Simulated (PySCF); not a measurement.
## Level of theory and adiabatic energies of losing or gaining an electron: diazenylium

Structure: `N#[NH+]` ([HN2]+).

All levels share the PBE0-D3(BJ)/def2-SVP structures and the PBE0-D3(BJ)/def2-SVP thermal terms; only the single-point energies (PySCF) change. Values are adiabatic energies of losing or gaining an electron (0 K, eV).

| level | recombination energy to the radical |
| --- | --- |
| HF/ma-def2-TZVP | 8.02 |
| M06-L/ma-def2-TZVP (grid 3) | 8.24 |
| M06/ma-def2-TZVP (grid 3) | 8.28 |
| M06-2X/ma-def2-TZVP (grid 3) | 8.30 |
| ωB97M-D3(BJ)/ma-def2-TZVP (grid 3) | 8.36 |
| B97-2/ma-def2-TZVP | 8.38 |
| PBE0-D3(BJ)/cc-pVDZ | 8.40 |
| LDA/ma-def2-TZVP | 8.41 |
| BLYP-D3(BJ)/ma-def2-TZVP | 8.43 |
| OPBE/ma-def2-TZVP | 8.43 |
| PBE0-D3(BJ)/cc-pVTZ | 8.45 |
| PBE0-D3(BJ)/def2-SVP | 8.45 |
| PBE-D3(BJ)/ma-def2-TZVP | 8.46 |
| TPSS-D3(BJ)/ma-def2-TZVP (grid 3) | 8.47 |
| ωB97X-D3(BJ)/ma-def2-TZVP | 8.47 |
| PBE0-D3(BJ)/6-31G | 8.47 |
| PBE0-D3(BJ)/def2-TZVP | 8.47 |
| PBE0-D3(BJ)/def2-TZVPP | 8.48 |
| TPSSh-D3(BJ)/ma-def2-TZVP (grid 3) | 8.48 |
| PBE0-D3(BJ)/def2-QZVP | 8.49 |
| PBE0-D3(BJ)/ma-def2-TZVP | 8.49 |
| HSE06/ma-def2-TZVP | 8.49 |
| PBE0-D3(BJ)/pcseg-2 | 8.49 |
| BHandHLYP/ma-def2-TZVP | 8.49 |
| PBE0-D3(BJ)/def2-SV(P) | 8.49 |
| PBE0-D3(BJ)/def2-TZVPD | 8.49 |
| PBE0-D3(BJ)/def2-QZVPPD | 8.50 |
| PBE0-D3(BJ)/aug-cc-pVQZ | 8.50 |
| PBE0-D3(BJ)/6-31G* | 8.51 |
| PBE0-D3(BJ)/jun-cc-pV(T+d)Z | 8.51 |
| PBE0-D3(BJ)/aug-cc-pVTZ | 8.51 |
| LC-ωPBE/ma-def2-TZVP | 8.51 |
| r2SCAN-D3(BJ)/ma-def2-TZVP (grid 3) | 8.53 |
| PBE0-D3(BJ)/6-311+G** | 8.54 |
| CAM-B3LYP-D3(BJ)/ma-def2-TZVP | 8.55 |
| PBE0-D3(BJ)/pcseg-1 | 8.55 |
| PBE0-D3(BJ)/6-311++G(2d,2p) | 8.56 |
| BP86-D3(BJ)/ma-def2-TZVP | 8.56 |
| B3LYP-D3(BJ)/ma-def2-TZVP | 8.58 |
| PBE0-D3(BJ)/ma-def2-SVP | 8.59 |
| PBE0-D3(BJ)/def2-SVPD | 8.59 |
| PBE0-D3(BJ)/6-31+G* | 8.62 |
| PBE0-D3(BJ)/aug-cc-pVDZ | 8.64 |
| PBE0-D3(BJ)/aug-pcseg-1 | 8.66 |

Hartree-Fock leaves out electron correlation, so its ionisation energies and electron affinities from energy differences come out too low, often by 1 eV or more.

The spread: 0.64 eV, from 8.02 to 8.66.
